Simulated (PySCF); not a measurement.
Which determinant of NaS lies lowest?

Unrestricted PBE0; Na 6-31G(d,p), S 6-31G(d,p); no relativity (PySCF 2.14). Outer shells of the fragments: Na 3s1; S 3s2 3p4.

Followed along the bond (rough minima from three points):

```json
{"2Ms+1": "2", "unpaired": "π ↑", "⟨S²⟩ at the start": "0.75", "R at minimum (Å)": "2.50", "Te (eV)": "0.00"}
{"2Ms+1": "2", "unpaired": "σ ↑", "⟨S²⟩ at the start": "0.75", "R at minimum (Å)": "2.42", "Te (eV)": "0.59"}
{"2Ms+1": "4", "unpaired": "σ ↑, π ↑↑", "⟨S²⟩ at the start": "3.75", "R at minimum (Å)": "none in the scan", "Te (eV)": "≤ 2.53"}
```

Solutions found at the starting distance of 2.560 Å, counted from the lowest of them; the search is not exhaustive and high or unbound solutions are not listed, so other states can lie among these:

| 2Ms+1 | unpaired | term | E (eV) | ⟨S²⟩ | ⟨Lz²⟩ | μ (D) |
| --- | --- | --- | --- | --- | --- | --- |
| 2 | π ↑ | ²Π | 0.00 | 0.75 | 1.01 | -8.56 |
| 2 | σ ↑ | ²Σ⁺ | 0.62 | 0.75 | 0.00 | -9.18 |
| 4 | σ ↑, π ↑↑ | ⁴Σ⁻ | 2.69 | 3.75 | 0.00 | 2.87 |
| 2 | σ ↓, π ↑↑ | mixed | 2.74 | 1.75 | 0.00 | 3.29 |
| 4 | σ ↑↑, π ↑ | ⁴Π | 3.07 | 3.75 | 1.01 | 2.94 |
| 2 | σ ↑, π ↑↓ | mixed | 3.16 | 1.76 | 2.01 | 3.07 |
| 4 | π ↑↑↑ | ⁴Π | 4.20 | 3.75 | 1.00 | 1.43 |
| 2 | σ ↑ | mixed | 4.59 | 0.75 | 2.00 | 3.05 |
| 4 | σ ↑, π ↑↑ | mixed | 4.65 | 3.75 | 2.01 | 1.30 |
| 4 | σ ↑, π ↑↑ | mixed | 4.75 | 3.75 | 2.00 | 1.39 |

A term symbol is given only where ⟨S²⟩ and ⟨Lz²⟩ are close to those of a pure state; real π, δ and φ orbitals otherwise mix terms. A positive dipole means Na(−)S(+).

Counting both spins, an empty level lies below a filled one in some of these solutions, because spin and occupation are held.
